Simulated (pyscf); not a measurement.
F–W(F)(=S)=S (SMILES [F][W]([F])(=[S])=[S]) + HF (SMILES F) -> F–W(F)(F)(=S)–SH (SMILES [F][W]([F])([F])(=[S])[SH]), gas phase, singlet surface. Optimised with ωB97X-D3(BJ)/def2-SVP in PySCF. ΔG in kcal/mol from ωB97M-D3(BJ)/def2-TZVP energies (ideal gas, 1 atm, RRHO with modes under 100 cm⁻¹ raised to 100, one conformer, R ln 2 for chiral ones without a mode under 150 cm⁻¹).

| T (K) | ΔG |
|---|---|
| 298 | -7.0 |
| 600 | ? |
| 900 | +11.9 |
| 1200 | +21.0 |

Problem. Fit a line to the three values, predict ΔG at 600 K, and estimate where the reaction turns unfavourable at 1 atm of each gas.

Solution. Least squares gives ΔG = -16.2 + 31.1 × T/1000 K, so ΔS is about -130 J/(mol K) and ΔH about -16.2 kcal/mol over this range (ΔH at 298 K: -16.7). At 600 K the line gives +2.5; the computed value is +2.6. ΔG = 0 falls near 520 K; 1 kcal/mol in the energy moves that by 32 K. This is thermodynamics alone and says nothing of the barrier. Elements past Kr carry the def2 core potentials, without spin-orbit coupling.
